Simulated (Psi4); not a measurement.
The Psi4 input:
```
memory 2 GB

molecule mol {
1 2
  O     0.009570    0.002064    0.113389
  H    -0.055794    0.763622   -0.466128
  H    -0.020764   -0.780134   -0.440983
}

set basis 3-21g
set reference uhf

energy('mp2')
print_variables()
```

Question: Give the total energy at the level Psi4 with MP2/3-21G.

Answer: -75.293876 Ha

Question: What is the computed MP2 correlation energy (MP2/3-21G)?

Answer: -0.0935 Eh

Question: Estimate the nuclear repulsion energy that MP2/3-21G returns for this input.

Answer: 9.1695 Eh

Question: Give the SCF-reference <S^2> at the level MP2/3-21G.

Answer: 0.755

Question: Predict the number of basis functions from MP2/3-21G.

Answer: 13

These values belong to the state on which the SCF converged, which isn't shown to be the lowest.
